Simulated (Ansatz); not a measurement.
# AlH2O (sextet): wave-function methods side by side, 6-31G

Aim: climb from Hartree-Fock through coupled cluster for AlH2O (sextet) at one geometry and basis, and see what each rung misses.

Method: 6-31G, core rule «outside noble gas», up to 6 orbitals frozen; program: Ansatz 0.2.0, Gaussian basis.

Plan: UHF; CCSD(T) on ROHF; CCSD(T) on UHF; BCCD(T) on ROHF; CISD; CCSDT(Q) on ROHF; CCSDT(Q) on UHF; CCSDTQ on ROHF; CCSDTQ on UHF; Full CI.

17 further runs of the same task are left out: 12 for a known fault of the program, 5 set aside as unsound or not needed.

### Step 1. What is computed

The geometry is a PBE0/def2-TZVP stationary point (not a proven minimum) of the parent state, kept for this charge and spin.

4 atoms, charge 0, spin multiplicity 6.

Atoms are counted from 1 here; the program's logs count them from 0.

Bond lengths: Al1–O2 1.747 Å, Al1–H3 1.777 Å, Al1–H4 1.777 Å. Angles: O2–Al1–H3 65.9°, O2–Al1–H4 65.9°, H3–Al1–H4 131.8°.

### Step 2. UHF

File in.yaml:

```yaml
crystal:
  periodic: [false, false, false]
  atoms:
    - {symbol: Al, position_ang: [0.000000, 0.000000, 0.653528]}
    - {symbol: O, position_ang: [0.000000, 0.000000, -1.093006]}
    - {symbol: H, position_ang: [0.000000, -1.622098, -0.072304]}
    - {symbol: H, position_ang: [0.000000, 1.622098, -0.072304]}
basis:
  gaussian: {orbitals: 6-31G}
magnetization: {spin_polarized: true, initial_magnetization: 5}
hamiltonian: {xc: hf}
output: {orbitals: {seedname: orbitals}}
```

On the command line:

```sh
$ ansatz run in.yaml --threads 1 --pin off --events-out ev --progress --plain --max-ram 4096MiB --backend cpu
```

After this run come: CCSD(T) on ROHF; CCSD(T) on UHF; BCCD(T) on ROHF; CISD; CCSDT(Q) on ROHF; CCSDT(Q) on UHF; CCSDTQ on ROHF; CCSDTQ on UHF; Full CI.

**Question.** What will the summary of the whole plan be? Wanted: FCI below the RHF energy; RMP2 from FCI; UMP2 from FCI; RCCSD from FCI; RCCSD(T) from FCI; UCCSD(T) from FCI; RCCSDT(Q) from FCI; UCCSDT(Q) from FCI; T1 diagnostic.

The runs gave:

```
                         quantity                                                                                value
         FCI below the RHF energy                                                                           -3.5856 eV
                    RMP2 from FCI                                                                         +52.0 kJ/mol
                    UMP2 from FCI                                                                         +49.9 kJ/mol
                   RCCSD from FCI                                                                         +10.1 kJ/mol
                RCCSD(T) from FCI                                                                          +2.5 kJ/mol
                UCCSD(T) from FCI                                                                          +2.7 kJ/mol
               RCCSDT(Q) from FCI                                                                          +0.1 kJ/mol
               UCCSDT(Q) from FCI                                                                          -0.1 kJ/mol
levels within 1 kcal/mol (43 meV)  RCCSD(T), UCCSD(T), BCCD(T), RCCSDT, UCCSDT, RCCSDT(Q), UCCSDT(Q), RCCSDTQ, UCCSDTQ
                    T1 diagnostic                                                                                0.040
   effectively unpaired electrons                                                                                 5.02
```

**Reading.** RCCSD(T) misses by +2.5 kJ/mol, 0.7 % of the correlation energy. The occupations are near whole numbers, but T1 = 0.040 shows that the orbitals relax strongly. These misses are within one basis, not against nature; the frozen cores of restricted and unrestricted runs differ, which can shift their rows.
